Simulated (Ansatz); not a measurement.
**How far each method lies from UCCSDT(Q) for H₂B–CH, quintet**

Geometry: that of the H2B–CH, triplet, kept fixed. The triplet lies 7.1 eV lower here.

```xyz
5

B     0.0000    0.0504    0.7398
C     0.0000   -0.1015   -0.7490
H     0.0000    1.1489    1.2274
H     0.0000   -0.9087    1.4552
H     0.0000    0.4289   -1.6923
```

Basis cc-pVDZ; Ansatz 0.2.0. Only valence electrons are correlated (noble-gas cores frozen), which leaves 10 electrons in 41 orbitals. R marks a restricted (for open shells ROHF) determinant, U an unrestricted one. Active spaces: valence = (10e, 11o) chosen from the atoms' valence shells.

Full CI isn't at hand for all of this; UCCSDT(Q) serves as the reference, and is uncertain by about the last step of the cluster series. The frozen core follows each run's orbitals, which can shift R against U totals by a few meV.

For open shells CISD is restricted-active-space CI with the open shells as a complete middle space.

The UHF ⟨S²⟩ is 6.023. The T1 diagnostic (RCCSD) is 0.0574, the largest doubles amplitude (RCCSD) is 0.040 and the T1 diagnostic (UCCSD) is 0.0504.

| level | E − E(UCCSDT(Q)) (kJ/mol) | share of correlation (%) | wall time |
| --- | --- | --- | --- |
| RHF | 544.7 | 0.00 | – |
| UHF | 521.9 | 4.18 | – |
| RMP2 | 113.7 | 79.13 | – |
| UMP2 | 112.7 | 79.31 | – |
| CISD | 46.2 | 91.52 | 4.8 s |
| RCCSD | 16.3 | 97.01 | – |
| UCCSD | 15.8 | 97.10 | – |
| RCCSD(T) | 3.4 | 99.37 | 4.2 s |
| UCCSD(T) | 3.2 | 99.40 | 2.4 s |
| BCCD(T) | 3.4 | 99.38 | 4.4 s |
| RCCSDT | 0.8 | 99.86 | – |
| UCCSDT | 0.6 | 99.89 | – |
| RCCSDT(Q) | 0.2 | 99.96 | 34 s |
| CASSCF (valence space) | 357.5 | 34.37 | – |
| NEVPT2 (valence space) | 80.9 | 85.14 | 6.5 s |
| MRCISD (valence space) | 22.6 | 95.84 | – |
| MRCISD+Q (valence space) | 3.1 | 99.42 | 15 s |

The correlation energy at UCCSDT(Q), counted from RHF, is -5.645 eV. That run took 28 s on 1 thread of Arm Neoverse V1, shared host.

Times hold each run's SCF and search for its determinant on a shared host, so for small cases they say little of a method's own cost; they ran on 1 thread of Arm Neoverse V1.

Natural occupations of CASSCF (valence space) about the gap: 1.976 1.974 1.963 1.006 1.004 0.997 0.996 0.030 0.028 0.015; effectively unpaired electrons, Σ n²(2−n)², 4.02.
